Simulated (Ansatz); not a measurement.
Compare A (`CC1=C(O)N1`) with its isomer B (`NC1=COC1`).

Computed with Ansatz on PBE0-D4/def2-TZVP structures; ΔE is electronic, products minus reactants. CCSD(T)/CBS is the MP2 limit (def2-TZVPP, def2-QZVPP) plus CCSD(T) − MP2 in def2-TZVPP, frozen cores. DFT in def2-TZVPP. B3LYP here is the variant with VWN-RPA as its local correlation; programs differ in this. One conformer a species, not always the lowest.

Which is lower in electronic energy at CCSD(T)/CBS, and by how much? (Estimate.)

Computed: B, by 28.2 kcal/mol.

Give E(B) − E(A) in kcal/mol with PBE0-D4, CCSD/def2-TZVPP, LDA (SPW92), r2SCAN-D4, B3LYP, MP2/def2-TZVPP, ωB97M-V. (Best estimate.)

Computed: PBE0-D4 -28.4, CCSD/def2-TZVPP -29.1, LDA (SPW92) -29.3, r2SCAN-D4 -27.5, B3LYP -27.2, MP2/def2-TZVPP -27.5, ωB97M-V -28.5. None reverses the order clearly.

Does the order hold for the free energy at 298.15 K (harmonic terms from PBE0-D4)? (Best estimate.)

The calculation gave: Yes: G(B) − G(A) = -25.8 kcal/mol, for one conformer each.

Largest T1 diagnostic: 0.013.

Leaving LDA and LC-ωPBE aside and taking each functional with its dispersion term where it has one, the values, not all of them listed here, spread over 3.7 kcal/mol, from BHLYP-D4 to BLYP-D4. LDA lies −3.0 kcal/mol from PBE without D4. From r2SCAN to r2SCAN0 (25 % exact exchange), in def2-TZVPP and without D4, E(B) − E(A) moves by −1.0 kcal/mol.
